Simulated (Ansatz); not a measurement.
B20 (FeSi-type) FeSi

Level of theory: r²SCAN in Ansatz (plane waves, PAW).

Run with plane-wave cutoff 500 eV, 10×10×10 k mesh, Fermi–Dirac smearing 0.05 eV, no spin polarisation, scalar-relativistic PAW data made under PBE.

Cell (relaxed at this level):

```xyz
8
Lattice="4.4029 0.0000 0.0000 0.0000 4.4029 0.0000 0.0000 0.0000 4.4029" Properties=species:S:1:pos:R:3 pbc="T T T"
Fe     3.8005     2.8038     1.5991
Fe     1.5991     3.8005     2.8038
Fe     0.6023     0.6023     0.6023
Fe     2.8038     1.5991     3.8005
Si     0.6990     1.5025     2.9004
Si     2.9004     0.6990     1.5025
Si     3.7039     3.7039     3.7039
Si     1.5025     2.9004     0.6990
```

| Quantity | Value |
|---|---|
| band gap | 0.33 eV (on the SCF k mesh) |

Measured, for comparison: band gap 0.05 eV (temperature not stated, not corrected to a static lattice, indirect, transport; lower end of the printed range; as tabulated in Tomczak (2018), arXiv:1802.07220). Computed (rounded) less measured: band gap +0.28 eV.

Computed values are for the static lattice.

Ansatz is a quantum-chemistry and plane-wave program.
